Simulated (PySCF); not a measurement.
Gas-phase reaction: 2 BCl₂OH + 2 B₂O → H₂O₂ + 4 BCl + 2 BO

Computed with PySCF and rigid-rotor harmonic-oscillator thermochemistry at 1 bar. S°(298 K) at PBE0/def2-TZVP differs from the NASA 1993 table for B₂O (+19 J/mol/K), H₂O₂ (-8 J/mol/K); whether the harmonic model or the table's entry is off was not settled. † marks an energy on the PBE0/def2-TZVP geometry and frequencies; other levels use their own. CCSD(T) freezes the core. 6-31G* has spherical d functions here. Open shells (unrestricted): BO (multiplicity 2); the rest are closed-shell singlets. B3LYP is the form with VWN-RPA correlation. No R ln 2 is added for the mirror-image form of H₂O₂. BCl₂OH: computed as isolated molecules; such fragments, hydroxides, amides, oligomers or adducts are transient or little studied in the gas. CCSD(T) isn't extrapolated to the basis-set limit; its ΔH°(298 K) is 1448.3 kJ in def2-SVP and 1458.5 kJ in def2-TZVPP. The harmonic model lacks anharmonicity and excited electronic states, which grow with temperature; levels with a mode under 35 cm⁻¹ are left out. Strong static correlation: B₂O. Internal rotation in BCl₂OH, H₂O₂ is treated as a harmonic vibration of one conformer, which makes the entropy rough. Soft modes under 120 cm⁻¹ make the harmonic entropy rough for B₂O.

ΔH° and ΔS° at 298 K: B3LYP/def2-TZVP† 1464 kJ, 401 J/K; BLYP/def2-TZVP† 1380 kJ, 401 J/K; CCSD(T)/def2-TZVPP† 1458 kJ, 401 J/K; HF/6-31G* 1474 kJ, 430 J/K.

### Question
With the heat capacities included, give log10 K (1 bar) at 800, 1200, 1600, 1800, 2000 K from B3LYP/def2-TZVP†, BLYP/def2-TZVP†, CCSD(T)/def2-TZVPP†, HF/6-31G*.

### Answer
```tsv
T (K)	B3LYP/def2-TZVP†	BLYP/def2-TZVP†	CCSD(T)/def2-TZVPP†	HF/6-31G*
800	-74.8	-69.4	-74.5	-73.9
1200	-43.3	-39.6	-43.0	-42.1
1600	-27.6	-24.9	-27.5	-26.4
1800	-22.4	-20.0	-22.3	-21.1
2000	-18.3	-16.2	-18.2	-17.0
```
